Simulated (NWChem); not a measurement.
Program: NWChem. System: HN, charge 0, spin multiplicity 3, at a geometry optimised with UPBE/def2-SVP. The structure started from a generated list of species. Its SCF solution wasn't tested for a lower state. Level: UMP2/cc-pVQZ, 1 core orbitals frozen.

Job file:

```
start mol
memory heap 200 mb stack 900 mb global 1100 mb
geometry units angstroms nocenter noautoz
  N      0.000000     0.000000     0.132558
  H      0.000000     0.000000    -0.927906
  symmetry group C2v
end
basis spherical
  * library cc-pvqz
end
scf
  uhf
  nopen 2
  maxiter 100
  thresh 1e-7
  semidirect memsize 60000000 filesize 0
  # guess.movecs holds the orbitals of an unrestricted PBE0 run
  vectors input guess.movecs output mol.movecs
end
mp2
  freeze core 1
end
task mp2 energy
```

NWChem printed:

```
             Northwest Computational Chemistry Package (NWChem) 7.3.0
             --------------------------------------------------------

                                NWChem Input Module
                                -------------------

 Scaling coordinates for geometry "geometry" by  1.889725989
 (inverse scale =  0.529177249)

 Turning off AUTOSYM since
 SYMMETRY directive was detected!

                             Geometry "geometry" -> ""
                             -------------------------

 Output coordinates in angstroms (scale by  1.889725989 to convert to a.u.)

  No.       Tag          Charge          X              Y              Z
 ---- ---------------- ---------- -------------- -------------- --------------
    1 N                    7.0000     0.00000000     0.00000000     0.13255800
    2 H                    1.0000     0.00000000     0.00000000    -0.92790600

 Effective nuclear repulsion energy (a.u.)       3.4930377108

            Nuclear Dipole moment (a.u.)
            ----------------------------
        X                 Y               Z
 ---------------- ---------------- ----------------
     0.0000000000     0.0000000000    -0.0000000000

      Symmetry information
      --------------------

 Group name             C2v
 Group number             16
 Group order               4
 No. of unique centers     2

      Symmetry unique atoms

     1    2


 Summary of "ao basis" -> "" (spherical)
 ------------------------------------------------------------------------------
       Tag                 Description            Shells   Functions and Types
 ---------------- ------------------------------  ------  ---------------------
 *                          cc-pvqz                   on all atoms

 Summary of "ao basis" -> "ao basis" (spherical)
 ------------------------------------------------------------------------------
       Tag                 Description            Shells   Functions and Types
 ---------------- ------------------------------  ------  ---------------------
 N                          cc-pvqz                 15       55   5s4p3d2f1g
 H                          cc-pvqz                 10       30   4s3p2d1f

                                 NWChem SCF Module
                                 -----------------

  ao basis        = "ao basis"
  functions       =    85
  atoms           =     2
  alpha electrons =     5
  beta  electrons =     3
  charge          =   0.00
  wavefunction    = UHF
  use symmetry    = T
  symmetry adapt  = T

 Summary of "ao basis" -> "ao basis" (spherical)
 ------------------------------------------------------------------------------
       Tag                 Description            Shells   Functions and Types
 ---------------- ------------------------------  ------  ---------------------
 N                          cc-pvqz                 15       55   5s4p3d2f1g
 H                          cc-pvqz                 10       30   4s3p2d1f

      Symmetry analysis of basis
      --------------------------

        a1         35
        a2         10
        b1         20
        b2         20

 Forming initial guess at       0.1s

   Symmetry analysis of molecular orbitals - initial alpha
   -------------------------------------------------------

  Numbering of irreducible representations:

     1 a1          2 a2          3 b1          4 b2

  Orbital symmetries:

     1 a1          2 a1          3 a1          4 b1          5 b2
     6 a1          7 a1          8 b2          9 b1         10 a1
    11 a1         12 b1         13 b2         14 a1         15 a2

   Symmetry analysis of molecular orbitals - initial beta
   ------------------------------------------------------

  Numbering of irreducible representations:

     1 a1          2 a2          3 b1          4 b2

  Orbital symmetries:

     1 a1          2 a1          3 a1          4 b2          5 b1
     6 a1          7 a1          8 a1          9 b1         10 b2
    11 a1         12 b2         13 b1         14 a1         15 a2

 Starting SCF solution at       0.1s

 ----------------------------------------------
         Quadratically convergent UHF

 Convergence threshold     :          1.000E-07
 Maximum no. of iterations :          100
 Integral*density screening:          1.000E-09
 ----------------------------------------------

              iter       energy          gnorm     gmax       time
             ----- ------------------- --------- --------- --------
                 1      -54.9800338545  3.14D-01  8.64D-02      0.5
                 2      -54.9840811298  1.43D-02  5.29D-03      0.6
                 3      -54.9841480897  1.89D-04  5.47D-05      0.7
                 4      -54.9841480979  8.83D-09  2.80D-09      0.8

       Final UHF  results
       ------------------

         Total SCF energy =    -54.984148097864
      One electron energy =    -81.481588631469
      Two electron energy =     23.004402822756
 Nuclear repulsion energy =      3.493037710849

                       Sz =      1.0000
                 Sz(Sz+1) =      2.0000
                      S^2 =      2.0171

        Time for solution =      0.8s

       Symmetry analysis of molecular orbitals - alpha
       -----------------------------------------------

  Numbering of irreducible representations:

     1 a1          2 a2          3 b1          4 b2

  Orbital symmetries:

     1 a1          2 a1          3 a1          4 b1          5 b2
     6 a1          7 a1          8 b2          9 b1         10 a1
    11 a1         12 b2         13 b1         14 a1         15 a2

[...]
    58      5.006575  2 H  s                  5     -3.269038  1 N  s
    17      2.812888  1 N  pz                68      1.312933  2 H  pz
     4     -1.285173  1 N  s                 14      1.172427  1 N  pz
    30     -0.737139  1 N  d  0              65      0.408940  2 H  pz
    59      0.312398  2 H  s                 76      0.248971  2 H  d  0

 Vector    8  Occ=0.000000D+00  E= 4.454044D-01  Symmetry=b2
              MO Center= -1.5D-17, -5.9D-17,  1.5D-01, r^2= 3.0D+00
   Bfn.  Coefficient  Atom+Function         Bfn.  Coefficient  Atom+Function
  ----- ------------  ---------------      ----- ------------  ---------------
    16      1.382827  1 N  py                13     -0.817922  1 N  py

                     UHF Final Beta Molecular Orbital Analysis
                     -----------------------------------------

 Vector    2  Occ=1.000000D+00  E=-9.115664D-01  Symmetry=a1
              MO Center=  1.5D-15, -2.0D-15, -2.4D-01, r^2= 6.4D-01
   Bfn.  Coefficient  Atom+Function         Bfn.  Coefficient  Atom+Function
  ----- ------------  ---------------      ----- ------------  ---------------
     4      0.438524  1 N  s                  2      0.284427  1 N  s
     3      0.223654  1 N  s                  5      0.195589  1 N  s
    58      0.167180  2 H  s

 Vector    3  Occ=1.000000D+00  E=-5.049710D-01  Symmetry=a1
              MO Center= -1.1D-15,  4.9D-16,  1.6D-01, r^2= 9.8D-01
   Bfn.  Coefficient  Atom+Function         Bfn.  Coefficient  Atom+Function
  ----- ------------  ---------------      ----- ------------  ---------------
     5      0.297899  1 N  s                 14      0.288777  1 N  pz
     4      0.255114  1 N  s                 11      0.234514  1 N  pz
    58     -0.230121  2 H  s                 17      0.188084  1 N  pz
     2      0.152691  1 N  s

 Vector    4  Occ=0.000000D+00  E= 1.206955D-01  Symmetry=b1
              MO Center=  2.3D-15,  9.0D-18,  7.9D-02, r^2= 1.6D+00
   Bfn.  Coefficient  Atom+Function         Bfn.  Coefficient  Atom+Function
  ----- ------------  ---------------      ----- ------------  ---------------
    15      0.700016  1 N  px                 9      0.231283  1 N  px
    12      0.162609  1 N  px

 Vector    5  Occ=0.000000D+00  E= 1.206955D-01  Symmetry=b2
              MO Center=  7.2D-18,  4.3D-15,  7.9D-02, r^2= 1.6D+00
   Bfn.  Coefficient  Atom+Function         Bfn.  Coefficient  Atom+Function
  ----- ------------  ---------------      ----- ------------  ---------------
    16      0.700016  1 N  py                10      0.231283  1 N  py
    13      0.162609  1 N  py

 Vector    6  Occ=0.000000D+00  E= 1.326376D-01  Symmetry=a1
              MO Center= -3.1D-15, -3.6D-15, -1.4D+00, r^2= 3.8D+00
   Bfn.  Coefficient  Atom+Function         Bfn.  Coefficient  Atom+Function
  ----- ------------  ---------------      ----- ------------  ---------------
    59     -2.278731  2 H  s                  5      2.083033  1 N  s
    17     -0.995551  1 N  pz                58     -0.652340  2 H  s
    68     -0.482649  2 H  pz                14     -0.351247  1 N  pz
    30      0.195786  1 N  d  0

 center of mass
 --------------
 x =   0.00000000 y =   0.00000000 z =   0.11595152

 moments of inertia (a.u.)
 ------------------
           3.775646545282           0.000000000000           0.000000000000
           0.000000000000           3.775646545282           0.000000000000
           0.000000000000           0.000000000000           0.000000000000

  Mulliken analysis of the total density
  --------------------------------------

    Atom       Charge   Shell Charges
 -----------   ------   -------------------------------------------------------
    1 N    7     7.17   1.98 -0.03  0.41  1.03  0.47  0.30  0.97  1.40  0.60  0.00  0.01  0.01  0.00  0.00  0.00
    2 H    1     0.83   0.06  0.29  0.39  0.03  0.00  0.02  0.02  0.00  0.00  0.00

  Mulliken analysis of the alpha density
  --------------------------------------

    Atom       Charge   Shell Charges
 -----------   ------   -------------------------------------------------------
    1 N    7     4.63   0.99 -0.01  0.22  0.56  0.21  0.25  0.79  1.13  0.47  0.00  0.00  0.01 -0.00 -0.00  0.00
    2 H    1     0.37   0.03  0.13  0.17  0.01  0.00  0.01  0.02  0.00  0.00  0.00

   Mulliken analysis of the beta density
   -------------------------------------

    Atom       Charge   Shell Charges
 -----------   ------   -------------------------------------------------------
    1 N    7     2.54   0.99 -0.01  0.19  0.47  0.25  0.05  0.18  0.27  0.14  0.00  0.00  0.01  0.00  0.00  0.00
    2 H    1     0.46   0.04  0.17  0.22  0.02  0.00  0.01  0.01  0.00  0.00  0.00

   Mulliken analysis of the spin density
   -------------------------------------

    Atom       Charge   Shell Charges
 -----------   ------   -------------------------------------------------------
    1 N    7     2.09  -0.00  0.00  0.03  0.09 -0.04  0.20  0.62  0.87  0.33  0.00 -0.00  0.00 -0.00 -0.00 -0.00
    2 H    1    -0.09  -0.01 -0.04 -0.05 -0.01  0.00  0.00  0.01  0.00  0.00  0.00

       Multipole analysis of the density wrt the origin
       ------------------------------------------------

     L   x y z        total         alpha         beta         nuclear
     -   - - -        -----         -----         ----         -------
     0   0 0 0     -0.000000     -5.000000     -3.000000      8.000000

     1   1 0 0      0.000000      0.000000     -0.000000      0.000000
     1   0 1 0      0.000000      0.000000      0.000000      0.000000
     1   0 0 1     -0.640328     -0.534570     -0.105759     -0.000000

     2   2 0 0     -4.644194     -3.340944     -1.303250      0.000000
     2   1 1 0      0.000000      0.000000      0.000000      0.000000
     2   1 0 1      0.000000     -0.000000      0.000000      0.000000
     2   0 2 0     -4.644194     -3.340944     -1.303250      0.000000
     2   0 1 1     -0.000000     -0.000000     -0.000000      0.000000
     2   0 0 2     -4.325020     -4.197359     -3.641628      3.513966

                   NWChem MP2 Semi-direct Energy/Gradient Module
                   ---------------------------------------------

  Basis functions       =     85
  Molecular orbitals    =     85
  Frozen core           =      1
  Frozen virtuals       =      0
  Active alpha occupied =      4
  Active beta occupied  =      2
  Active alpha virtual  =     80
  Active beta virtual   =     82
  Use MO symmetry       = T
  Use skeleton AO sym   = T

  AO/Fock/Back tols     =   1.0D-09  1.0D-09  1.0D-09

 GA uses MA = F    GA memory limited = T

 Available:
  local mem=  1.26D+08
 global mem=  1.44D+08
 local disk=  0.00D+00
  mp2_memr nvloc                    80
  nvloc new                    80
   1 passes of   4:        7340032                      41177                   3989074.
   1 passes of   4: M    126153051           G      144164750           F     118813019.

 Semi-direct pass number   1 of   1  for UHF alpha       at        1.0s
  vrange nnbf                  3655
  mp2_eaftype                    15  avail_ma_in_mb                  1099
 EAF : mp2_eaftype filesize          15    1994537.
  mp2_eaf for mointskh                     15
Node 0 wrote      9.4 Mb in      0.0 s     Agg I/O rate:  2415.9 Mb/s
 Done moints_semi at        1.9s
  mp2_eaftype                    15  avail_ma_in_mb                  1084
 EAF : mp2_eaftype filesize          15    1994537.
  mp2_eaf for kh                    15
 Done maket at        1.9s
 Done multipass loop at        1.9s

 GA uses MA = F    GA memory limited = T

 Available:
  local mem=  1.26D+08
 global mem=  1.44D+08
 local disk=  0.00D+00
  mp2_memr nvloc                    82
  nvloc new                    82
   1 passes of   2:        7340032                      28288                   2050462.
   1 passes of   2: M    126153051           G      144164750           F     118813019.

 Semi-direct pass number   1 of   1  for UHF beta        at        2.0s
  vrange nnbf                  3655
  mp2_eaftype                    10  avail_ma_in_mb                  1099
 EAF : mp2_eaftype filesize          10    1025231.
  mp2_eaf for mointskh                     10
Node 0 wrote      4.8 Mb in      0.0 s     Agg I/O rate:  1580.1 Mb/s
 Done moints_semi at        2.9s
  mp2_eaftype                    10  avail_ma_in_mb                  1089
 EAF : mp2_eaftype filesize          10    1025231.
  mp2_eaf for kh                    10
 Done maket at        2.9s
 Done multipass loop at        2.9s

          -------------------------------------------
          SCF energy                 -54.984148097864
          Correlation energy          -0.147994413086
          Singlet pairs                0.000000000000
          Triplet pairs                0.000000000000
          Total MP2 energy           -55.132142510950
          -------------------------------------------

          ---------------------------------------------------
                    Spin Component Scaled (SCS) MP2
          Same spin pairs                     -0.034305547315
          Same spin scaling factor             0.333333333333
          Opposite spin pairs                 -0.113688865772
          Opposite spin scaling fact.          1.200000000000
          SCS-MP2 correlation energy          -0.147861821364
          Total SCS-MP2 energy               -55.132009919228
          ---------------------------------------------------

 -----------------------
 Performance information
 -----------------------

 Timer overhead =  9.59D-08 seconds/call

               Nr. of calls         CPU time (s)                 Wall time (s)                GFlops
             ---------------    -------------------     ------------------------------   -------------------
Name         Min   Avg   Max    Min     Avg     Max     Min     Avg     Max   Mx/calls   Min     Max     Sum
mp2: moin     2     2     2    1.8     1.8     1.8      1.8     1.8     1.8    0.92      0.0     0.0     0.0
mp2: make     2     2     2   3.21E-2 3.21E-2 3.21E-2  3.21E-2 3.21E-2 3.21E-2 1.61E-2   0.0     0.0     0.0
mp2: tota     1     1     1    2.0     2.0     2.0      2.0     2.0     2.0     2.0      0.0     0.0     0.0

 The average no. of pstat calls per process was 5.00D+00
 with a timing overhead of 4.79D-07s

 Task  times  cpu:        2.9s     wall:        2.9s

 Total times  cpu:        2.9s     wall:        2.9s
```
